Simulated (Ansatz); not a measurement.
**Sb (A7 rhombohedral): energy against volume**

Theory: Ansatz, DFT, revPBE, plane waves (420 eV) with PAW, scalar-relativistic. The PAW files were generated under PBE, with cores re-solved for the functional.

The cell is scaled uniformly from the relaxed one, with fractional coordinates and shape fixed. Energies are extrapolated to zero smearing, pressures are those at the given smearing. Because the bonds are stretched with the cell, B₀ of this curve lies above the true bulk modulus of such a structure. Magnetic state: spin not included.

A Birch-Murnaghan fit gives V₀ = 32.90 Å³/atom, B₀ = 46 GPa, B₀′ = 4.5.

Question: What are the energy above the minimum and the pressure at 28.948 Å³/atom?

Answer: 86.2 meV/atom and 7.84 GPa as computed.

Question: What are the energy above the minimum and the pressure at 34.212 Å³/atom?

Answer: 6.9 meV/atom and -1.64 GPa as computed.

Question: What are the energy above the minimum and the pressure at 36.843 Å³/atom?

Answer: 54.8 meV/atom and -4.01 GPa as computed.
